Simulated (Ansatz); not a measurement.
in.yaml

```yaml
crystal:
  periodic: [false, false, false]
  atoms:
    - {symbol: B, position_ang: [0.000000, -0.185227, 0.772970]}
    - {symbol: N, position_ang: [0.000000, 0.087426, -0.705019]}
    - {symbol: H, position_ang: [0.000000, 0.771807, 1.506451]}
basis:
  gaussian: {orbitals: 6-31G}
magnetization: {spin_polarized: false, initial_magnetization: 5}
correlation: {method: ccsdt_q, electrons: outside_noble_gas}
```

```sh
$ ansatz run in.yaml --threads 1 --pin off --events-out ev --progress --plain --max-ram 2393MiB
```

(1) Roughly how long does this take on 1 thread of Arm Neoverse V1, shared host, and how much host memory?

```
464 factors; integrals over basis functions are off by at most 6.4e-8 eV
mean field evaluation 1: about -2157.8195 eV, gradient 1.6e1 eV
mean field evaluation 2: about -2157.8222 eV, gradient 1.6e1 eV
mean field evaluation 4: about -2159.9213 eV, gradient 3.5e0 eV
mean field evaluation 8: about -2160.1919 eV, gradient 2.6e-1 eV
mean field evaluation 16: about -2159.4285 eV, gradient 8.2e0 eV
mean field evaluation 32: about -2156.6405 eV, gradient 4.6e0 eV
mean field -2160.19410363 eV, -79.3856690762 hartree, gradient 2.1e-6 eV, S^2 8.750000; 0 other end points of the search recorded, 0 dependent functions left out
2 core orbitals not correlated: weight in the atoms' cores, before any rotation towards them, 1.000 or more for the frozen orbitals, at most 0.000 for the correlated occupied ones
reference -2160.19410363 eV, -79.3856690762 hartree; 7, 2 occupied and 11, 16 virtual orbitals, 464 factors
second order -1.61907013 eV of doubles, -0.06589990 eV of singles
cycle   1  -2.05271198 eV  change   -3.7e-1 eV  update   5.6e-2
cycle   2  -2.28216222 eV  change   -2.3e-1 eV  update   3.0e-2
cycle   3  -2.32622253 eV  change   -4.4e-2 eV  update   1.8e-2
cycle   4  -2.34798751 eV  change   -2.2e-2 eV  update   1.2e-2
cycle   5  -2.35412052 eV  change   -6.1e-3 eV  update   5.6e-3
cycle   6  -2.35477008 eV  change   -6.5e-4 eV  update   2.2e-3
cycle   7  -2.35504297 eV  change   -2.7e-4 eV  update   1.2e-3
cycle   8  -2.35563311 eV  change   -5.9e-4 eV  update   6.4e-4
cycle   9  -2.35547780 eV  change    1.6e-4 eV  update   2.9e-4
cycle  10  -2.35550821 eV  change   -3.0e-5 eV  update   1.3e-4
cycle  11  -2.35553359 eV  change   -2.5e-5 eV  update   5.6e-5
cycle  12  -2.35553516 eV  change   -1.6e-6 eV  update   2.2e-5
cycle  13  -2.35553134 eV  change    3.8e-6 eV  update   1.1e-5
cycle  14  -2.35552148 eV  change    9.9e-6 eV  update   4.9e-6
cycle  15  -2.35551657 eV  change    4.9e-6 eV  update   2.1e-6
cycle  16  -2.35551639 eV  change    1.7e-7 eV  update   8.4e-7
perturbative correction -0.00133515 eV, -0.0000490659 hartree
Total energy: -2162.55095518 eV, -79.4722817730 hartree
```

For the same geometry and basis full CI lies 0.1 meV higher.

Answers

(1) 2.1 s wall and 0.1 GiB.
